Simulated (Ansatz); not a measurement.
`BCB`, charge 0, multiplicity 1.

(1) Give a relaxed structure at PBE0-D4/def2-TZVP (Ansatz). (Estimate.)

Answers

(1) Computed: 
Z-matrix (Å, degrees):
```
C
B 1 1.551
B 1 1.550 2 108.9
H 1 1.106 2 102.2 3 -107.9
H 1 1.089 2 115.0 3 130.8
H 2 1.197 1 121.3 3 -118.6
H 2 1.197 1 119.8 3 60.6
H 3 1.197 1 121.3 2 118.0
H 3 1.197 1 119.8 2 -61.2
```
Point group Cs.
This is one stationary point; other conformers may exist.
